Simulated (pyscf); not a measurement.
Thermochemistry of product channels of `[Cl][GeH][Cl]` [doublet] + `[GeH2]` [singlet] on the doublet surface, in kcal/mol, from ωB97M-D3(BJ)/def2-TZVP energies (ideal gas, 1 atm, RRHO with modes under 100 cm⁻¹ raised to 100, one conformer, R ln 2 for rigid chiral ones). Structures and frequencies: ωB97X-D3(BJ)/def2-SVP in PySCF.

```json
[
 {"products": "`[Cl][GeH]([Cl])[GeH]` [singlet] + `[H]` [doublet]", "ΔE": "?", "ΔH(298 K)": "+10.5", "ΔG(298 K)": "+14.4", "ΔG(900 K)": "+20.4"},
 {"products": "`[Cl][Ge]([Cl])=[GeH2]` + `[H]` [doublet]", "ΔE": "+18.1", "ΔH(298 K)": "+16.6", "ΔG(298 K)": "+19.9", "ΔG(900 K)": "?"},
 {"products": "`[Cl]` [doublet] + `[Cl][GeH2][GeH]` [singlet]", "ΔE": "+29.3", "ΔH(298 K)": "+30.9", "ΔG(298 K)": "+33.3", "ΔG(900 K)": "?"}
]
```

Fill in the missing entries.


- `[Cl][GeH]([Cl])[GeH]` [singlet] + `[H]` [doublet], ΔE: +11.8
- `[Cl][Ge]([Cl])=[GeH2]` + `[H]` [doublet], ΔG(900 K): +24.5
- `[Cl]` [doublet] + `[Cl][GeH2][GeH]` [singlet], ΔG(900 K): +37.0

These are energies of the channels, which say nothing of barriers. Cl–Ge(Cl)=GeH₂ lies 10.8 kcal/mol over its isomer Cl–Ge:–GeH₂–Cl [singlet], and others may lie lower still (electronic energy, ωB97M-D3(BJ)). Cl–GeH₂–GeH: [singlet] lies 10.7 kcal/mol over its isomer Cl–Ge:–GeH₃ [singlet], and others may lie lower still (electronic energy, ωB97M-D3(BJ)). Left out: orbital degeneracy and the spin-orbit lowering of Cl. Elements up to Kr have no core potential and no relativistic terms here.
